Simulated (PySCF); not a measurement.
Gas-phase reaction: 4 SiH + Cl2 ⇌ 2 SiCl + 2 SiH2

Energies from PySCF (xtb for GFN2), thermal terms from the rigid-rotor harmonic-oscillator model, ideal gas at 1 bar. 'Table' is the NASA 1993 thermochemical table (part measured, part estimated). After a fit of one offset per element over all species, the range-separated, M06-2X, PBE0/def2-QZVP and CCSD(T)/def2-TZVPP enthalpies, where run, lie to one side of the table for SiCl (-55 kJ/mol): a fault of the table's entry, another state or a shared error of the levels is possible; this was not checked at source. † marks an energy on the PBE0/def2-TZVP geometry and frequencies; other levels use their own. MP2 and CCSD(T) freeze the core. 6-31G* has spherical d functions here. Open shells (unrestricted): SiH (multiplicity 2), SiCl (multiplicity 2); the rest are closed-shell singlets. GFN2 has no spin-polarisation term. Spin-orbit splitting is ignored; it lowers the true energy and changes the entropy of SiH, SiCl. B3LYP is the form with VWN-RPA correlation. For this reaction the table lies outside the span of B3LYP, CCSD(T), M06-2X, MP2, PBE0, r2SCAN, ωB97M-V, ωB97X-V in their largest bases here; which side is off was not settled. MP2 isn't extrapolated to the basis-set limit. CCSD(T) isn't extrapolated to the basis-set limit. The table's entry may be an old estimate for SiH, SiCl, SiH2 (not checked at source). Warning, large T1 diagnostic: SiH (CCSD(T)/def2-TZVPP†).

```json
[
 {"level": "table", "ΔH°(298 K), kJ": "-619.3"},
 {"level": "B3LYP/6-31G*", "ΔH°(298 K), kJ": "(withheld)"},
 {"level": "CCSD(T)/def2-TZVPP†", "ΔH°(298 K), kJ": "-634.3"},
 {"level": "GFN2-xTB", "ΔH°(298 K), kJ": "(withheld)"},
 {"level": "MP2/def2-SVP†", "ΔH°(298 K), kJ": "-638.3"},
 {"level": "LDA/def2-TZVP†", "ΔH°(298 K), kJ": "(withheld)"}
]
```

**Question.** Fill in the missing entries.

**Answer.** 
- B3LYP/6-31G*, ΔH°(298 K), kJ: -631.4
- GFN2-xTB, ΔH°(298 K), kJ: -688.2
- LDA/def2-TZVP†, ΔH°(298 K), kJ: -698.8
